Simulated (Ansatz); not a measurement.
Results of HSE06 (PAW; Ansatz, a program for electronic structure) for rock-salt RbCl.

Total energies, extrapolated to zero smearing (they compare only within this program, potentials and cutoff; free atoms with spin allowed, lowest state found):

| system | energy (eV/atom) |
|---|---|
| rock-salt RbCl, relaxed | -2177.0122 |
| free Rb atom | -3269.0629 |
| free Cl atom | -1078.7552 |

Question: Work out the cohesive energy per atom.

Answer: E_coh = [1 × (-3269.0629) + 1 × (-1078.7552)]/2 − (-2177.0122) = 3.10 eV/atom. The reference value is 3.32 eV/atom (measured, zero-point energy (Debye) added; as tabulated in Doll and Stoll (1998), arXiv:cond-mat/9801031), a difference of -0.22 eV/atom.

The PAW data were made under PBE.
